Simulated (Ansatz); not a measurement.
# CH2F−: single points off equilibrium

One table from this session's results is given with a row withheld; the runs are named, their logs left out.

Computed with Ansatz 0.2.0, Gaussian basis. Level: single points in def2-TZVPPD.

Cores are frozen in the correlated methods.

## Starting geometry

SMILES `[CH2-]F`, 4 atoms, charge -1, spin multiplicity 1.

Atoms are counted from 1 here; the program's logs count them from 0.

Bond lengths: C1–H3 1.099 Å, C1–H4 1.349 Å. Angles: H3–C1–H4 107.8°.

Coordinates:

```xyz
4
charge -1, multiplicity 1
C    -0.0662    0.0248   -0.5035
F     1.1095    0.6312    0.3132
H    -1.0509    0.4760   -0.3194
H    -0.0184   -1.1478    0.1623
```

Set-up of the first run:

Contents of run/in.yaml:

```yaml
crystal:
  periodic: [false, false, false]
  atoms:
    - {symbol: C, position_ang: [-0.066200, 0.024800, -0.503500]}
    - {symbol: F, position_ang: [1.109500, 0.631200, 0.313200]}
    - {symbol: H, position_ang: [-1.050900, 0.476000, -0.319400]}
    - {symbol: H, position_ang: [-0.018400, -1.147800, 0.162300]}
basis:
  gaussian: {orbitals: "def2-TZVPPD.json"}
total_charge: -1
correlation: {method: ccsd_t}
output: {forces: true}
```

The basis file named in the input lies beside it (Basis Set Exchange, JSON).

The command line of these runs was not kept.

Steps of the session up to this table: CCSD(T)/def2-TZVPPD; PBE0-D4/def2-TZVPPD; wB97M-V/def2-TZVPPD; r2SCAN-D4/def2-TZVPPD; PBE-D4/def2-TZVPPD; B97M-V/def2-TZVPPD; revPBE-D4/def2-TZVPPD.

One table of the session follows, with a row left open; its other results are not shown here.

| method | RMS force component (eV/Å) | angle to CCSD(T) forces (°) |
| --- | --- | --- |
| CCSD(T) | 1.725 | reference |
| PBE0-D4 | 1.779 | 3.6 |
| wB97M-V | 1.749 | 2.6 |
| r2SCAN-D4 | ? | ? |
| PBE-D4 | 1.667 | 4.5 |
| B97M-V | 1.716 | 2.4 |
| revPBE-D4 | 1.630 | 6.9 |

Estimate the missing values for r2SCAN-D4.

The run gave: RMS force component (eV/Å): 1.731; angle to CCSD(T) forces (°): 1.5. In the column «RMS force component (eV/Å)» it lies between CCSD(T) (1.725) and wB97M-V (1.749).

Limits of these values: The anion's highest level is positive in at least one run, so there the basis alone may hold the extra electron.
